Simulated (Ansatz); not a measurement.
**AlH₂− (singlet): the correlation ladder at a displaced geometry (v2), aug-cc-pVTZ**

An exercise on one series of results from a longer session: the logs are not shown, and one member is left open.

Computed with Ansatz 0.2.0, Gaussian basis. Level: aug-cc-pVTZ, core rule «outside noble gas», up to 5 orbitals frozen.

The runs, in order: UHF; CCSD(T) on RHF; CCSD(T) on UHF; BCCD(T) on RHF; CCSDT(Q) on RHF; CASSCF and NEVPT2, 6 electrons in 6 orbitals.

9 further runs of the same task are left out: 4 that didn't finish, 5 set aside as unsound or not needed.

**The system**

The geometry is a PBE0/def2-TZVPD stationary point (not a proven minimum) with its atoms shifted at random (size 0.100 Å).

3 atoms, charge -1, spin multiplicity 1.

Atoms are counted from 1 here; the program's logs count them from 0.

Bond lengths: Al1–H2 1.702 Å, Al1–H3 1.685 Å. Angles: H2–Al1–H3 93.1°.

Set-up of the first run:

The input, in.yaml:

```yaml
crystal:
  periodic: [false, false, false]
  atoms:
    - {symbol: Al, position_ang: [0.008799, -0.080504, -0.000522]}
    - {symbol: H, position_ang: [-0.156076, 1.093710, -1.221809]}
    - {symbol: H, position_ang: [-0.079455, 1.061287, 1.235772]}
basis:
  gaussian: {orbitals: aug-cc-pVTZ}
total_charge: -1
magnetization: {spin_polarized: true, initial_magnetization: 0}
hamiltonian: {xc: hf}
output: {orbitals: {seedname: orbitals}}
```

Command:

```bash
> ansatz run in.yaml --threads 1 --pin off --events-out ev --progress --plain --max-ram 2393MiB
```

Among the steps run: UHF; CCSD(T) on RHF; CCSD(T) on UHF; BCCD(T) on RHF; CCSDT(Q) on RHF; CASSCF and NEVPT2, 6 electrons in 6 orbitals.

One of the session's tables, all rows but one given; the rest of the session is left out.

| method | from RCCSDT(Q) (kJ/mol) |
| --- | --- |
| RHF | +338.4 |
| UHF | +325.3 |
| RMP2 | +77.4 |
| UMP2 | ? |
| RCCSD | +12.0 |
| UCCSD | +13.2 |
| RCCSD(T) | +2.6 |
| UCCSD(T) | +3.5 |
| BCCD(T) | +2.6 |
| RCCSDT | +0.4 |
| RCCSDT(Q) | 0 |
| CASSCF valence | +219.7 |
| NEVPT2 valence | +78.2 |

Estimate the missing values for UMP2.

As computed: from RCCSDT(Q) (kJ/mol): +93.5. In the column «from RCCSDT(Q) (kJ/mol)» it lies between NEVPT2 valence (+78.2) and CASSCF valence (+219.7).

Limits of these values: The determinant is far from a pure spin state, so its energy mixes those of several spin states (harmless only where they are near-degenerate, as at dissociation). Warnings: restricted reference is unstable; spin contamination. Restricted and unrestricted rows rest on different reference determinants; where their highest levels disagree by more than a few hundredths of an eV, they describe different states and don't form one ladder.
